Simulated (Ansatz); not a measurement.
For 1T (CdI2-type) TiS₂, LDA (Ansatz, a quantum-chemistry and plane-wave program, plane waves, PAW) gives:

* **lattice parameter a**: 3.315 Å
* **lattice parameter c**: 5.445 Å

### Question
What does PBE0 (Ansatz, PAW) give for the same quantities?

### Answer

- lattice constant a: 3.410 Å (goes up by 2.9 %)
- lattice parameter c: 6.544 Å (increases by 20 %)

For comparison: lattice constant a 3.407 Å (measured, temperature not stated, not corrected to a static lattice; as tabulated in Chianelli et al. (1975), doi:10.1016/0025-5408(75)90100-2); lattice parameter c 5.695 Å (measured, temperature not stated, no zero-point or thermal correction; as tabulated in Chianelli et al. (1975), doi:10.1016/0025-5408(75)90100-2).

Changes are worked out from the printed values.

Unless a cell is named, each level is at its own relaxed cell (LDA 17.27, PBE0 21.96 Å³/atom).

Caveats: LDA has no dispersion term either, though it tends to give short spacings of layers, chains or molecules (LDA); the cell comes from a level without a dispersion term, which matters for the spacing of layers, chains or molecules (PBE0). Ansatz's density-functional and Hartree–Fock values are scalar-relativistic unless marked +SOC, with PAW data made under PBE.
